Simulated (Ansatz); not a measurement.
Total energies of Si(OH)H3 (SiOH₄) from Ansatz at r2SCAN-D4/def2-TZVP, gas phase (1 Eh = 27.2114 eV = 2625.5 kJ/mol). The reference geometry is relaxed at r2SCAN-D4/def2-TZVP.

| state | geometry | energy (Eh) |
| --- | --- | --- |
| charge 0 singlet | reference | -367.12905 |
| charge 1 doublet | reference | -366.72225 |
| free Si atom (triplet) | – | -289.34121 |
| free O atom (triplet) | – | -75.05861 |
| free H atom (doublet) | – | -0.49993 |

(1) Work out the vertical ionisation energy to the doublet.

(2) What is the binding energy per atom against free atoms?

(1) E(charge 1 doublet) − E(charge 0 singlet) = -366.72225 − (-367.12905) = 0.40680 Eh = 11.07 eV. For comparison, −ε of the highest occupied level is 7.58 eV at this level, 3.49 eV less.

(2) Atoms: 1 × (-289.34121) + 1 × (-75.05861) + 4 × (-0.49993) = -366.39954 Eh. Binding: -366.39954 − (-367.12905) = 0.72951 Eh = 19.85 eV, or 3.31 eV for each of 6 atoms (no zero-point energy, no counterpoise term).
